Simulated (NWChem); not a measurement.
Everything below was run with NWChem. System: P (-1), charge -1, spin multiplicity 3. Its SCF solution wasn't tested for a lower state. Level: UMP2/def2-TZVPD, 5 core orbitals frozen.

The NWChem input:

```
start mol
memory heap 200 mb stack 900 mb global 1100 mb
charge -1
geometry units angstroms nocenter noautoz
  P      0.000000     0.000000     0.000000
  symmetry group D2h
end
basis spherical
  * library def2-tzvpd
end
scf
  uhf
  nopen 2
  maxiter 100
  thresh 1e-7
  semidirect memsize 60000000 filesize 0
  # guess.movecs holds the orbitals of an unrestricted PBE0 run
  vectors input guess.movecs output mol.movecs
end
mp2
  freeze core 5
end
task mp2 energy
```

Output (cleaned and shortened):

```
             Northwest Computational Chemistry Package (NWChem) 7.3.0
             --------------------------------------------------------

                                NWChem Input Module
                                -------------------

 Scaling coordinates for geometry "geometry" by  1.889725989
 (inverse scale =  0.529177249)

                             Geometry "geometry" -> ""
                             -------------------------

 Output coordinates in angstroms (scale by  1.889725989 to convert to a.u.)

  No.       Tag          Charge          X              Y              Z
 ---- ---------------- ---------- -------------- -------------- --------------
    1 P                   15.0000     0.00000000     0.00000000     0.00000000

 Effective nuclear repulsion energy (a.u.)       0.0000000000

            Nuclear Dipole moment (a.u.)
            ----------------------------
        X                 Y               Z
 ---------------- ---------------- ----------------
     0.0000000000     0.0000000000     0.0000000000

      Symmetry information
      --------------------

 Group name             D2h
 Group number             26
 Group order               8
 No. of unique centers     1

      Symmetry unique atoms

     1


 Summary of "ao basis" -> "" (spherical)
 ------------------------------------------------------------------------------
       Tag                 Description            Shells   Functions and Types
 ---------------- ------------------------------  ------  ---------------------
 *                         def2-tzvpd                 on all atoms

 Summary of "ao basis" -> "ao basis" (spherical)
 ------------------------------------------------------------------------------
       Tag                 Description            Shells   Functions and Types
 ---------------- ------------------------------  ------  ---------------------
 P                         def2-tzvpd               15       43   6s5p3d1f

                                 NWChem SCF Module
                                 -----------------

  ao basis        = "ao basis"
  functions       =    43
  atoms           =     1
  alpha electrons =     9
  beta  electrons =     7
  charge          =  -1.00
  wavefunction    = UHF
  use symmetry    = T
  symmetry adapt  = T

 Summary of "ao basis" -> "ao basis" (spherical)
 ------------------------------------------------------------------------------
       Tag                 Description            Shells   Functions and Types
 ---------------- ------------------------------  ------  ---------------------
 P                         def2-tzvpd               15       43   6s5p3d1f

      Symmetry analysis of basis
      --------------------------

        ag         12
        au          1
        b1g         3
        b1u         7
        b2g         3
        b2u         7
        b3g         3
        b3u         7

 Forming initial guess at       0.0s

   Symmetry analysis of molecular orbitals - initial alpha
   -------------------------------------------------------

  Numbering of irreducible representations:

     1 ag          2 au          3 b1g         4 b1u         5 b2g
     6 b2u         7 b3g         8 b3u

  Orbital symmetries:

     1 ag          2 ag          3 b1u         4 b3u         5 b2u
     6 ag          7 b1u         8 b3u         9 b2u        10 ag
    11 ag         12 b2g        13 b3g        14 b1g        15 ag
    16 b1u        17 b3u        18 b2u        19 ag
[...]
    Atom       Charge   Shell Charges
 -----------   ------   -------------------------------------------------------
    1 P   15    16.00   2.01  0.54  1.43  1.03  0.87  0.11  4.16  1.70  0.67  1.51  1.95  0.00  0.00  0.00  0.00

  Mulliken analysis of the alpha density
  --------------------------------------

    Atom       Charge   Shell Charges
 -----------   ------   -------------------------------------------------------
    1 P   15     9.00   1.00  0.27  0.72  0.51  0.46  0.04  2.11  0.83  0.46  1.19  1.41  0.00  0.00  0.00  0.00

   Mulliken analysis of the beta density
   -------------------------------------

    Atom       Charge   Shell Charges
 -----------   ------   -------------------------------------------------------
    1 P   15     7.00   1.00  0.27  0.72  0.52  0.41  0.08  2.06  0.87  0.21  0.32  0.54  0.00  0.00  0.00  0.00

   Mulliken analysis of the spin density
   -------------------------------------

    Atom       Charge   Shell Charges
 -----------   ------   -------------------------------------------------------
    1 P   15     2.00   0.00  0.00 -0.00 -0.01  0.05 -0.04  0.05 -0.03  0.25  0.87  0.86 -0.00 -0.00 -0.00  0.00

       Multipole analysis of the density wrt the origin
       ------------------------------------------------

     L   x y z        total         alpha         beta         nuclear
     -   - - -        -----         -----         ----         -------
     0   0 0 0     -1.000000     -9.000000     -7.000000     15.000000

     1   1 0 0      0.000000      0.000000      0.000000      0.000000
     1   0 1 0     -0.000000     -0.000000      0.000000      0.000000
     1   0 0 1      0.000000      0.000000      0.000000      0.000000

     2   2 0 0    -13.340805     -9.766968     -3.573837      0.000000
     2   1 1 0      0.000000      0.000000      0.000000      0.000000
     2   1 0 1     -0.000000     -0.000000      0.000000      0.000000
     2   0 2 0    -16.921599     -9.596150     -7.325449      0.000000
     2   0 1 1      0.000000      0.000000      0.000000      0.000000
     2   0 0 2    -13.340805     -9.766968     -3.573837      0.000000

                   NWChem MP2 Semi-direct Energy/Gradient Module
                   ---------------------------------------------

  Basis functions       =     43
  Molecular orbitals    =     43
  Frozen core           =      5
  Frozen virtuals       =      0
  Active alpha occupied =      4
  Active beta occupied  =      2
  Active alpha virtual  =     34
  Active beta virtual   =     36
  Use MO symmetry       = T
  Use skeleton AO sym   = T

  AO/Fock/Back tols     =   1.0D-09  1.0D-09  1.0D-09

 GA uses MA = F    GA memory limited = T

 Available:
  local mem=  1.26D+08
 global mem=  1.44D+08
 local disk=  0.00D+00
  mp2_memr nvloc                    34
  nvloc new                    34
   1 passes of   4:        3145728                      10569                    440654.
   1 passes of   4: M    126153408           G      144175502           F     123007680.

 Semi-direct pass number   1 of   1  for UHF alpha       at        0.2s
  vrange nnbf                   946
  mp2_eaftype                    10  avail_ma_in_mb                  1099
 EAF : mp2_eaftype filesize          10     220327.
  mp2_eaf for mointskh                     10
Node 0 wrote      1.0 Mb in      0.0 s     Agg I/O rate:  4038.6 Mb/s
 Done moints_semi at        0.4s
  mp2_eaftype                    10  avail_ma_in_mb                  1089
 EAF : mp2_eaftype filesize          10     220327.
  mp2_eaf for kh                    10
 Done maket at        0.4s
 Done multipass loop at        0.4s

 GA uses MA = F    GA memory limited = T

 Available:
  local mem=  1.26D+08
 global mem=  1.44D+08
 local disk=  0.00D+00
  mp2_memr nvloc                    36
  nvloc new                    36
   1 passes of   2:        3145728                       7370                    234804.
   1 passes of   2: M    126153408           G      144175502           F     123007680.

 Semi-direct pass number   1 of   1  for UHF beta        at        0.4s
  vrange nnbf                   946
  mp2_eaftype                    10  avail_ma_in_mb                  1099
 EAF : mp2_eaftype filesize          10     117402.
  mp2_eaf for mointskh                     10
Node 0 wrote      0.5 Mb in      0.0 s     Agg I/O rate:  3262.0 Mb/s
 Done moints_semi at        0.6s
  mp2_eaftype                    10  avail_ma_in_mb                  1089
 EAF : mp2_eaftype filesize          10     117402.
  mp2_eaf for kh                    10
 Done maket at        0.6s
 Done multipass loop at        0.6s

          -------------------------------------------
          SCF energy                -340.687465904493
          Correlation energy          -0.107193969557
          Singlet pairs                0.000000000000
          Triplet pairs                0.000000000000
          Total MP2 energy          -340.794659874050
          -------------------------------------------

          ---------------------------------------------------
                    Spin Component Scaled (SCS) MP2
          Same spin pairs                     -0.025298274478
          Same spin scaling factor             0.333333333333
          Opposite spin pairs                 -0.081895695079
          Opposite spin scaling fact.          1.200000000000
          SCS-MP2 correlation energy          -0.106707592254
          Total SCS-MP2 energy              -340.794173496747
          ---------------------------------------------------

 -----------------------
 Performance information
 -----------------------

 Timer overhead =  1.38D-07 seconds/call

               Nr. of calls         CPU time (s)                 Wall time (s)                GFlops
             ---------------    -------------------     ------------------------------   -------------------
Name         Min   Avg   Max    Min     Avg     Max     Min     Avg     Max   Mx/calls   Min     Max     Sum
mp2: moin     2     2     2   0.37    0.37    0.37     0.37    0.37    0.37    0.18      0.0     0.0     0.0
mp2: make     2     2     2   5.03E-3 5.03E-3 5.03E-3  5.03E-3 5.03E-3 5.03E-3 2.51E-3   0.0     0.0     0.0
mp2: tota     1     1     1   0.41    0.41    0.41     0.41    0.41    0.41    0.41      0.0     0.0     0.0

 The average no. of pstat calls per process was 5.00D+00
 with a timing overhead of 6.88D-07s

 Task  times  cpu:        0.6s     wall:        0.6s

 Total times  cpu:        0.6s     wall:        0.6s
```
